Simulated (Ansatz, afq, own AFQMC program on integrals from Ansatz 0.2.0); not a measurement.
Two steps: Ansatz 0.2.0 writes the Fock matrix and Cholesky factors of the valence space, and afq projects on them the lowest state that overlaps trial and start.

```yaml
crystal:
  periodic: [false, false, false]
  atoms:
    - {symbol: Ga, position_ang: [0.000000, 0.000000, 0.000000]}
    - {symbol: Br, position_ang: [0.000000, 0.000000, 2.532600]}
basis:
  gaussian: {orbitals: cc-pVDZ}
total_charge: 1
magnetization: {spin_polarized: true, initial_magnetization: 1}
correlation: {method: ccsd_t, electrons: outside_noble_gas, hamiltonian_folder: ham}
```

```sh
$ ansatz run in.yaml --threads 1 --pin off --events-out ev --progress --plain --max-ram 1843MiB
```

afq runs on the folder ham with

```
--method free --trial cisd --walkers 70 --time-step 0.03 --max-blocks 80 --target-error 0.00036 --factor-cut 1e-05 --seed 3773 --times 0,0.3,0.6,1.2,1.8,2.4,3.6,4.8,6 --taylor-order 8
```

Times are imaginary, in 1/Eh. The walk had a cap of 509 s. Filled inner d shells are frozen with the cores.

```
orbitals 26  electrons 5 4  factors 182 of 636
reference energy -4495.35523637 Eh
CCSD correlation -0.15351117 Eh in 12 cycles, weight of the determinant in the CISD state 0.8930
repeat  energy at the last time / Eh  error
    10  -4495.514556  0.000888
    20  -4495.513900  0.000575
    30  -4495.513818  0.000543
    40  -4495.513430  0.000441
    50  -4495.513409  0.000396
    60  -4495.513628  0.000358
time / (1/Eh)  energy / Eh  error  mean overlap
  0.00  -4495.508668  0.000118  1.1190
  0.30  -4495.510912  0.000146  1.1176
  0.60  -4495.511899  0.000150  1.1216
  1.20  -4495.513187  0.000189  1.1092
  1.80  -4495.513169  0.000156  1.1262
  2.40  -4495.513373  0.000213  1.1339
  3.60  -4495.513728  0.000288  1.1270
  4.80  -4495.513491  0.000328  1.1442
  6.00  -4495.513625  0.000352  1.1295
energy -4495.513625 +/- 0.000352 Eh
```

**Question.** Estimate how long the walk took on 1 thread of Arm Neoverse V1 (shared host).

**Answer.** 110 s of wall time.

The run passed its tests (error under three times the target), which doesn't prove that it has relaxed.

Against this walk (error 9.6 meV) on the same determinant: CCSD(T) 32.3 meV higher, CCSDT(Q) 0.2 meV higher (within the noise). The error is statistical, and a free projection of finite length keeps a remainder of its start.

Cautions: remainder of the start not in the error; no relativity below Rb; no spin-orbit coupling; inner d shell frozen; unrestricted determinant slightly spin contaminated (⟨S²⟩ 0.82 against 0.75).

CCSDT and higher add their correlation energy to the determinant of the CCSD(T) run, since their own runs factorise the integrals more tightly (a shift of under 2 meV). A walk keeps the symmetry of its determinant, which the program's search chose and which needn't be the lowest solution, so a lower state of the same spin and another symmetry isn't excluded.
